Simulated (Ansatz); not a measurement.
The cluster B₃H₃⁻ was relaxed with r2SCAN-D4 (def2-TZVPD) in Ansatz in these states: charge -1 doublet, charge -1 quartet. The geometries follow in no particular order.

A:

```xyz
6

B     0.418   -0.791    0.212
B     0.391    0.727    0.535
B    -0.661    0.340   -0.540
H     0.460   -1.965   -0.019
H     0.871    1.619    1.182
H    -1.480    0.071   -1.371
```

B:

```csv
atom,x (Å),y (Å),z (Å)
B1,-1.0611,-0.0902,0.2046
B2,0.4744,0.0058,0.7173
B3,0.6043,0.0793,-0.8991
H4,-1.7848,-1.0185,-0.0660
H5,1.1412,0.0170,1.7168
H6,0.6260,1.0066,-1.6735
```

Problem. Judge from the bond lengths which geometry belongs to which state (an estimate).

Solution. A is the charge -1 doublet (B1–B3 1.735 Å, B2–B3 1.553 Å, B1–B2 1.552 Å); B is the charge -1 quartet (B1–B3 2.005 Å, B2–B3 1.623 Å, B1–B2 1.622 Å).

At r2SCAN-D4/def2-TZVPD the highest occupied level of the charge -1 doublet lies above zero (up to 0.50 eV). By energy differences its removal costs 2.34 eV (vertical, to the charge 0 singlet, at r2SCAN-D4/def2-TZVPD); a positive level beside a positive removal energy at the same level points to self-interaction error. At r2SCAN-D4/def2-TZVPD the highest occupied level of the charge -1 quartet lies above zero (up to 1.60 eV). It is a level of α spin, whose loss leaves a triplet; that state wasn't run at this geometry and level. The electron is either unbound and held by the finite basis, or the level is raised by self-interaction error. At PBE0-D4/def2-TZVPD a doublet lies 2.56 eV below the charge -1 quartet. These are the stationary points nearest to one start from a short search; other shapes may lie lower in each state.
